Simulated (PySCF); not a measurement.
Isomers of C4H12P2, from PySCF, PBE0-D3(BJ)/def2-SVP geometry optimisation, gas phase. One conformer each, no zero-point energy, no frequencies.

Task: Which is lower in electronic energy at this level?
A. `[CH3:1][P:2]([CH3:3])[P:4]([CH3:5])[CH3:6]` with C1–P2–P4–C5 80° (PMe2PMe2): A = 3035, B = 1730, C = 1286 MHz, dipole 0.00 D
B. `[CH3:1][C:2]([CH3:3])([CH3:4])[PH:5][PH2:6]` with C2–P5–P6–H -157° and 110°: A = 3421, B = 1431, C = 1323 MHz, dipole 0.74 D

Result: A. That is PMe2PMe2, `CP(C)P(C)C`, 8.4 kcal/mol below the other.

```tsv
SMILES	mapped SMILES	E (Eh)	relative (kcal/mol)	relative (kJ/mol)	dipole (D)
CP(C)P(C)C	[CH3:1][P:2]([CH3:3])[P:4]([CH3:5])[CH3:6]	-841.60140	0.0	0.0	0.00
CC(C)(C)PP	[CH3:1][C:2]([CH3:3])([CH3:4])[PH:5][PH2:6]	-841.58806	8.4	35.0	0.74
```
